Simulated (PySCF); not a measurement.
Species: 3-chlorothiophene, C4H3ClS.
Cartesian coordinates in Å at the PBE0-D3(BJ)/def2-SVP level; atoms count from 1:
```
atom  x, y, z in Å
Cl1   -2.1942   -1.4284    0.1809
C2    -0.8339   -0.3789    0.0587
C3     0.5088   -0.8549    0.0227
C4     1.4027    0.1759   -0.0746
S5     0.6213    1.7039   -0.1227
C6    -0.9332    0.9865   -0.0106
H7     0.7781   -1.9098    0.0674
H8     2.4893    0.1163   -0.1209
H9    -1.8388    1.5894   -0.0009
```

Computed with PySCF at wB97X-D/def2-SVPD, non-relativistic, on one gas-phase PBE0-D3(BJ)/def2-SVP geometry that isn't relaxed in the solvent. The solvent is an IEF-PCM continuum (cavity from Bondi-type radii × 1.2), and excitations are vertical TDDFT with non-equilibrium linear response and a frozen core. The model holds no explicit solvent molecules, cavitation or dispersion.

Gas-phase singlets (H = HOMO, L = LUMO):

```tsv
state	E (eV)	λ (nm)	f	leading configurations
S1	5.605	221	0.088	H→L 90%
S2	5.940	209	0.079	H-1→L 85%
S3	6.061	205	0.001	H→L+1 82%
S4	6.476	191	0.001	H-1→L+1 79%
S5	6.772	183	0.000	H→L+2 69%, H→L+5 14%
```

Q: What are the lowest 5 singlets in cyclohexane (ε = 2.017)?

A: 
```csv
state,E (eV),λ (nm),f,leading configurations,change by rank (eV)
S1,5.570,223,0.125,H→L 91%,-0.035
S2,5.869,211,0.123,H-1→L 87%,-0.071
S3,6.084,204,0.001,H→L+1 83%,+0.023
S4,6.493,191,0.001,H-1→L+1 78%,+0.017
S5,6.804,182,0.000,"H→L+2 70%, H→L+5 13%",+0.032
```

Q: What are the lowest 5 singlets in chloroform (ε = 4.711)?

A: 
| state | E (eV) | λ (nm) | f | leading configurations | change by rank (eV) |
| --- | --- | --- | --- | --- | --- |
| S1 | 5.589 | 222 | 0.125 | H→L 91% | -0.016 |
| S2 | 5.866 | 211 | 0.126 | H-1→L 87% | -0.074 |
| S3 | 6.109 | 203 | 0.001 | H→L+1 84% | +0.048 |
| S4 | 6.518 | 190 | 0.001 | H-1→L+1 77% | +0.042 |
| S5 | 6.832 | 181 | 0.000 | H→L+2 71%, H→L+5 12% | +0.060 |

Q: The ground-state energy changes by -0.100 eV from gas to chloroform. By how much does the total energy of gas-phase S2 change?

A: E(S2) = E(S0) + excitation energy, so it changes by -0.100 − 0.074 = -0.174 eV: it is lowered more than the ground state, which is what a red shift means. This is the vertical state, with the slow part of the continuum still set for S0.

Q: How do the frontier levels move from gas to chloroform?

A: 
| orbital | gas (eV) | solvent (eV) | change (eV) |
| --- | --- | --- | --- |
| LUMO+2 | 2.14 | 2.25 | +0.11 |
| LUMO+1 | 1.76 | 1.87 | +0.11 |
| LUMO | 0.89 | 0.97 | +0.08 |
| HOMO | -8.82 | -8.79 | +0.03 |
| HOMO-1 | -9.32 | -9.25 | +0.07 |
| HOMO-2 | -10.96 | -11.02 | -0.06 |
| HOMO-3 | -11.80 | -11.85 | -0.05 |

The HOMO–LUMO gap goes from 9.71 to 9.76 eV. Rows go by rank; for HOMO the atom shares or the degeneracy differ between the runs, so the row needn't follow one orbital.

Note: wB97X-D ran without an empirical dispersion term, which enters the total energy and its gradient alone.
